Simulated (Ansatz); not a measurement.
SiH4S, closed shell: at a first-order saddle point.

The input file, in.yaml:

```yaml
crystal:
  periodic: [false, false, false]
  atoms:
    - {symbol: Si, position_ang: [-0.958886, -0.283197, 0.409154]}
    - {symbol: S, position_ang: [1.266138, 0.673779, -0.193094]}
    - {symbol: H, position_ang: [0.629067, -0.071255, 1.004327]}
    - {symbol: H, position_ang: [-1.192781, -0.900788, -0.940171]}
    - {symbol: H, position_ang: [-1.544688, 1.090767, 0.257160]}
    - {symbol: H, position_ang: [1.801150, -0.509305, -0.537276]}
basis:
  gaussian: {orbitals: STO-3G}
hamiltonian: {xc: hf}
```

Launched with

```bash
ansatz run in.yaml --threads 2 --pin off --events-out ev --progress --plain --max-ram 4352MiB
```

Output of Ansatz 0.2.0:

```
Functional definition: HF
  name "HF"
  cite "Fock, Z. Phys. 61, 126 (1930) doi:10.1007/BF01340294"
  parent pbe
  exchange = exact_x
  correlation = 0
246 factors; integrals over basis functions are off by at most 1.8e-5 eV
mean field evaluation 1: about -18528.8440 eV, gradient 1.1e1 eV
mean field evaluation 2: about -18528.8818 eV, gradient 1.1e1 eV
mean field evaluation 4: about -18529.5027 eV, gradient 8.3e-1 eV
mean field evaluation 8: about -18529.5092 eV, gradient 7.3e-6 eV
mean field -18529.50915007 eV, -680.9469015128 hartree, gradient 1.4e-5 eV, S^2 0.000000; 0 other end points of the search recorded, 0 dependent functions left out
reference -18529.50915007 eV, -680.9469015128 hartree; 17, 17 occupied and 5, 5 virtual orbitals, 246 factors
Total energy: -18529.50915007 eV, -680.9469015128 hartree
```

Hardware: 2 CPU threads of an Arm Neoverse V2, shared host. Wall time about 0.1 s.
